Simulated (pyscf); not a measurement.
Optimised with ωB97X-D3(BJ)/def2-SVP in PySCF.

Problem. How much does it cost (ΔH, 298 K, ωB97M-D3(BJ)/def2-TZVP) to split H₂N–Nb(=O)(OH)–Cl at its N–Nb bond into NH₂• + [O=Nb(OH)–Cl]•?

Solution. N–Nb to NH₂• + [O=Nb(OH)–Cl]•: 96.7 kcal/mol. The 7 functionals that were run give +95.0 (M06-2X) to +100.4 kcal/mol (PBE). The radicals are drawn with the spin at the cut bond; how far it spreads was not checked. Other isomers of [O=Nb(OH)–Cl]• were not searched in full and may lie lower. Open-shell species with a d-block atom are single-reference here; other states, and whether the spin sits on metal or ligand, were not checked. Elements past Kr carry the def2 core potentials, without spin-orbit coupling.
